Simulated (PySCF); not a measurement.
## Which method gave which barrier?

Saddle point of CH₄AlCl, closed shell (CH₄AlCl ([CH3][AlH][Cl]) → AlCl + CH₄; bonds formed: C2–H3; bonds broken: Al1–C2, Al1–H3), PBE0-D4/def2-TZVP structure:

```
atom    x (Å)    y (Å)    z (Å)
 Al1  -0.8206  -1.2411   0.1275
  C2   0.2339   0.6287  -0.2485
  H3  -1.1151  -0.1646  -0.9795
 Cl4   0.2844  -1.9160   1.7817
  H5   1.2403   0.2202  -0.4067
  H6   0.1446   1.0946   0.7406
  H7   0.0326   1.3783  -1.0152
```

Program: PySCF 2.14 with density fitting (its default auxiliary sets; JK sets also for MP2 and CCSD(T)). Basis: def2-TZVPP, with def2-QZVPP for the basis limit. Cores are frozen in the correlated methods. B3LYP uses VWN-RPA correlation. Extrapolation: Hartree–Fock as exp(−7.88 √X), correlation as X^−2.97. Four methods, as single points on the PBE0-D4 structures, gave these electronic barriers from the start structure: 299.6, 332.4, 340.8, 417.5 kJ/mol.

**Question.** The methods were, in alphabetical order, B3LYP-D4, CCSD(T), HF, PBE-D4. Which gave which? (A judgement: the text doesn't fix the answer.)

**Answer.** By the calculation: PBE-D4 299.6; B3LYP-D4 332.4; CCSD(T) 340.8; HF 417.5 kJ/mol. For comparison, CCSD(T) at an estimated basis limit (MP2 extrapolated from triple and quadruple zeta, plus CCSD(T) − MP2 in triple zeta) gives 338.7 kJ/mol.

The T1 diagnostic stays at or below 0.016. The restricted Hartree–Fock reference is unstable towards an unrestricted one at one or more of these structures. A large double-excitation amplitude points to some diradical character; no triplet was computed. The end structure is not quite a true minimum (one mode of 32i cm⁻¹).

Labels in which every atom is bracketed show which atoms are joined, not bond orders.

For scale, one of the runs: CCSD(T)/def2-TZVPP, 171 basis functions, launched by `OMP_NUM_THREADS=4 python run.py`. Time: 78 s of wall clock on 4 CPU threads of an INTEL XEON PLATINUM 8581C; the host was shared. Peak host memory: 1.2 GiB.
